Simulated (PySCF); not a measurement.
A PySCF script (with the pyscf-properties extension) for the NMR shieldings of `O=C=O`, CO$_{2}$, on a GFN2-xTB geometry:

```python
import basis_set_exchange as bse
import numpy as np
from pyscf import gto, dft
from pyscf.prop import nmr

atoms = """
O    -1.101216    0.364368   -0.006098
C     0.003834    0.069783   -0.004194
O     1.108864   -0.224797   -0.002262
"""
names = dict.fromkeys(["O", "C"], "pcSseg-1")
basis = {el: gto.basis.parse(bse.get_basis(n, elements=[el], fmt="nwchem")) for el, n in names.items()}
mol = gto.M(atom=atoms, basis=basis, charge=0, verbose=0)
mf = dft.RKS(mol, xc="PBE0")
mf.grids.level = 2
mf.grids.alignment = dft.numint.BLKSIZE   # the property module wants whole blocks of grid points
mf.conv_tol = 1e-9
mf.kernel()

calc = nmr.RKS(mf)   # GIAO
C = mf.mo_coeff
Co = C[:, mf.mo_occ > 0]
resp = mf.gen_response(singlet=True, hermi=2)
def vind(x):   # induced exchange potential for any number of trial vectors
    d = np.einsum("pi,xij,qj->xpq", C, 2 * x.reshape(-1, C.shape[1], Co.shape[1]), Co, optimize=True)
    return np.einsum("xpq,pi,qj->xij", resp(d - d.transpose(0, 2, 1)), C, Co, optimize=True).ravel()
mo1, _ = nmr.rhf.solve_mo1(calc, with_cphf=vind)
sigma = calc.kernel(mo1)
for i, s in enumerate(sigma):   # ppm
    w = np.linalg.eigvalsh((s + s.T) / 2)
    print("%2d %-2s iso %8.1f  s11 %8.1f  s22 %8.1f  s33 %8.1f" % (i, mol.atom_pure_symbol(i), w.mean(), *w))
```

Task: Give the expected output.

Result: 
```
 0 O  iso    222.3  s11    126.0  s22    126.0  s33    414.9
 1 C  iso     56.7  s11    -58.4  s22    -58.4  s33    286.8
 2 O  iso    222.3  s11    126.0  s22    126.0  s33    414.9
```

These numbers come from an equivalent density-fitted implementation of the same equations, which agrees with the script to about 0.01 ppm for H and up to a few tenths of a ppm for heavy atoms, so last digits may differ.

Task: Turn these shieldings into chemical shifts. Referencing at the same level of theory: H2O for ¹⁷O (σ = 336.08 ppm); TMS for ¹³C (σ = 186.93 ppm).

Result: Averaging equivalent atoms: O 0/2: 113.8; C 1: 130.3 ppm. Experimental scales use liquid or dissolved standards, which lie at an offset from isolated H2O (liquid H2O: subtract about 36 ppm).

Size and cost of the density-fitted run: 51 basis functions, 2 s wall time on 1 thread of an Arm Neoverse V1, shared host.
